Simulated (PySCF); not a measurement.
Two structures of CH₈OSi, closed shell, reached by relaxing down either side of one saddle point (PBE0-D4/def2-TZVP). Energies are electronic, without zero-point energy. Program: PySCF 2.14 with density fitting (its default auxiliary sets; JK sets also for MP2 and CCSD(T)). Basis: def2-TZVPP and def2-QZVPP. Cores are frozen in the correlated methods. Extrapolation: Hartree–Fock as exp(−7.88 √X), correlation as X^−2.97. First:

| atom | x (Å) | y (Å) | z (Å) |
| --- | --- | --- | --- |
| Si1 | 0.1028 | 1.0954 | 0.9995 |
| H2 | 0.4760 | -0.1441 | 1.7174 |
| H3 | 1.0143 | 1.3073 | -0.1581 |
| H4 | -1.2861 | 0.9811 | 0.4761 |
| O5 | 0.2349 | 2.3107 | 2.1050 |
| H6 | 0.0213 | -2.0690 | -0.3428 |
| C7 | -0.0847 | -1.7858 | -1.3900 |
| H8 | 0.0350 | 3.2016 | 1.8165 |
| H9 | 0.8064 | -1.2495 | -1.7150 |
| H10 | -0.9592 | -1.1466 | -1.5089 |
| H11 | -0.2081 | -2.6837 | -1.9948 |

Second:

```csv
atom,x (Å),y (Å),z (Å)
Si1,-0.4511,0.8545,-0.2589
H2,0.3620,-1.5170,2.0932
H3,-0.4773,2.1773,-0.9478
H4,-1.8459,0.5536,0.1762
O5,0.5635,0.9054,1.0464
H6,0.1699,-2.1993,2.3315
C7,0.1953,-0.4706,-1.3839
H8,0.3758,1.5485,1.7306
H9,1.2140,-0.2414,-1.7050
H10,-0.4325,-0.5599,-2.2738
H11,0.2056,-1.4367,-0.8745
```

**Question.** Which bonds change from the first to the second?

**Answer.** SiH₄O ([OH][SiH3]) + CH₄ → CH₆OSi ([CH3][SiH2][OH]) + H₂; bonds formed: Si1–C7, H2–H6; bonds broken: Si1–H2, H6–C7.

**Question.** Give the saddle point's structure and its height above each. (An estimate is asked for; the value comes from the calculation.)

**Answer.** By the calculation: 72.58 kcal/mol above the first and 68.11 kcal/mol above the second (CCSD(T) at an estimated basis limit (MP2 extrapolated from triple and quadruple zeta, plus CCSD(T) − MP2 in triple zeta)).
```xyz
11
angstrom
Si -0.3558 0.5226 0.4868
H 0.0171 -0.8250 1.4176
H -0.2653 1.5508 -0.6158
H -1.8008 0.2582 0.6755
O 0.5644 1.3210 1.6068
H 0.1468 -1.0074 0.3357
C 0.1716 -0.8965 -1.0510
H 0.8098 2.2012 1.3050
H 1.0816 -0.4522 -1.4533
H -0.6783 -0.6875 -1.7003
H 0.3091 -1.9851 -1.0071
```

T1 diagnostic: at most 0.012.

Labels in which every atom is bracketed show which atoms are joined, not bond orders.

For scale, one of the runs: CCSD(T)/def2-TZVPP, 216 basis functions, launched by `OMP_NUM_THREADS=4 python run.py`. Hardware: 4 CPU threads of an AMD EPYC 9R45, shared host. Wall time 2.2 min; peak host memory 3 GiB.
